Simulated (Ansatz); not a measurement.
# C₂H₅O, SMILES [CH2]OC: a search for lower mean-field states

With Ansatz's Python interface.

The script reads `c2h5o.xyz`:
```text
8

C    -0.53510    0.93190   -0.64260
O     0.59530    0.34450   -0.45370
C     0.45400   -0.73640    0.44990
H    -1.39310    0.64880   -0.14730
H    -0.52480    1.79550   -1.36200
H     0.15820   -0.36810    1.44570
H     1.50180   -1.19130    0.57850
H    -0.16410   -1.48200    0.07570
```

The cells in order, each with its output:

In [1]:
```python
import ansatz as az
import numpy as np
```

In [2]:
```python
c2h5o = az.Crystal.molecule_from_extxyz("c2h5o.xyz")
symbols = [site.symbol for site in c2h5o.cartesian_sites]
```

In [3]:
```python
start = np.array([site.position_ang for site in c2h5o.cartesian_sites])
for factor in [1.0, 1.25, 1.6]:
    xyz = (start - start.mean(axis=0)) * factor
    scaled = az.Crystal.molecule()
    for symbol, place in zip(symbols, xyz):
        scaled = scaled.atom(symbol, place.tolist())
    job = (
        scaled.calculation()
        .basis(gaussian="def2-SVP")
        .functional("PBE")
        .spin("collinear", total=1)
    )
    for search in ("off", "standard"):
        try:
            rep = job.scf(lower_state_search=search).run(threads=1, backend="cpu").report
        except az.AnsatzError as error:
            print(f"x{factor} search {search}: {type(error).__name__}")
            continue
        state = rep["mean_field"]["state"]
        print(f"all distances x{factor}, search {search:8s} E = {rep['free_energy_ev']:.5f} eV  <S^2> = {abs(state['spin_squared']):.3f}  other states met: {len(rep['mean_field']['others'])}")
```
```text
all distances x1.0, search off      E = -4191.56893 eV  <S^2> = 0.752  other states met: 0
all distances x1.0, search standard E = -4191.56893 eV  <S^2> = 0.752  other states met: 0
all distances x1.25, search off      E = -4186.43916 eV  <S^2> = 0.756  other states met: 0
all distances x1.25, search standard E = -4186.43916 eV  <S^2> = 0.756  other states met: 0
all distances x1.6, search off      E = -4173.53104 eV  <S^2> = 1.116  other states met: 0
all distances x1.6, search standard E = -4173.67131 eV  <S^2> = 0.923  other states met: 20
```

Caveats:
- Total energies depend on the basis set; only differences at equal settings carry meaning.
- The count of other states can hold repeated and symmetry-equivalent ends of the search; scaling all distances is a test, and for more than two atoms no physical path.
- The structure is a rough, unrelaxed start.
- The run takes the species as open-shell (spin multiplicity 2), which needn't be its ground state.
- The expectation value of S² is noticeably off S(S+1) in at least one run, so that state is spin-contaminated.
- Timing: 23 s on 1 thread of Arm Neoverse V1, with other jobs on the host, peak memory 0.19 GiB.
